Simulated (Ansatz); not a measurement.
All values below come from frozen-core CCSD(T)/cc-pVTZ // PBE0-D4/def2-TZVP (Ansatz, a program for electronic structure).

Ansatz 0.2 input:
```yaml
crystal:
  periodic: [false, false, false]
  atoms:
    - { symbol: F, position_ang: [1.200769, -0.526211, 0.014657] }
    - { symbol: B, position_ang: [-0.000005, -0.000003, 0.000021] }
    - { symbol: F, position_ang: [-1.056069, -0.776867, -0.012873] }
    - { symbol: F, position_ang: [-0.144697, 1.30308, -0.001803] }
basis:
  gaussian: { orbitals: cc-pVTZ }
correlation:
  method: ccsd_t
```

Output:

```
Functional definition: HF
760 factors; integrals over basis functions are off by at most 1.3e-3 eV
mean field evaluation 1: about -8796.0103 eV, gradient 3.8e1 eV
mean field evaluation 2: about -8796.0123 eV, gradient 3.8e1 eV
mean field evaluation 4: about -8798.1365 eV, gradient 1.8e0 eV
mean field evaluation 8: about -8798.1456 eV, gradient 2.1e-5 eV
mean field evaluation 16: about -8798.1452 eV, gradient 3.5e-1 eV
mean field -8798.14559800 eV, -323.3258871292 hartree, gradient 2.1e-6 eV, S^2 0.000000; 0 other end points of the search recorded, 0 dependent functions left out
4 core orbitals not correlated
reference -8798.14559800 eV, -323.3258871292 hartree; 12, 12 occupied and 104, 104 virtual orbitals, 760 factors
second order -22.87297128 eV of doubles, -0.00000000 eV of singles
cycle   1  -22.40444646 eV  change    4.7e-1 eV  update   8.6e-2
cycle   2  -22.80771788 eV  change   -4.0e-1 eV  update   2.3e-2
cycle   3  -22.89570473 eV  change   -8.8e-2 eV  update   1.1e-2
cycle   4  -22.87613108 eV  change    2.0e-2 eV  update   2.2e-3
cycle   5  -22.87467855 eV  change    1.5e-3 eV  update   8.5e-4
cycle   6  -22.87525453 eV  change   -5.8e-4 eV  update   1.9e-4
cycle   7  -22.87506746 eV  change    1.9e-4 eV  update   5.6e-5
cycle   8  -22.87504971 eV  change    1.8e-5 eV  update   1.1e-5
perturbative correction -0.66454303 eV, -0.0244215060 hartree
Total energy: -8821.68519074 eV, -324.1909512066 hartree
```

Cost: about 12 core-seconds (a rough figure).
